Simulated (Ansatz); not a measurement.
CHP (`C#P`), relaxed with RKS PBE0-D4/def2-TZVP in Ansatz 0.2.0 from a PBE-D4/def2-SVP geometry. The force threshold is 0.005 eV/Å; the program also tests the step.

Charge 0, multiplicity 1.

Start:

```xyz
3

C    -0.124    0.091   -0.019
P     1.120   -0.827    0.160
H    -0.996    0.736   -0.141
```

```csv
step,energy (eV),largest force (eV/Å),largest move (Å)
1,-10335.8792,1.256,0.000
2,-10335.9009,0.528,0.015
3,-10335.9045,0.026,0.009
4,-10335.9045,0.003,0.000
```

End:

```xyz
3

C    -0.122    0.090   -0.018
P     1.101   -0.813    0.157
H    -0.980    0.723   -0.139
```

Run time 1.9 s (2 threads of an AMD EPYC 7R13 on a shared host); peak host memory 0.12 GiB.
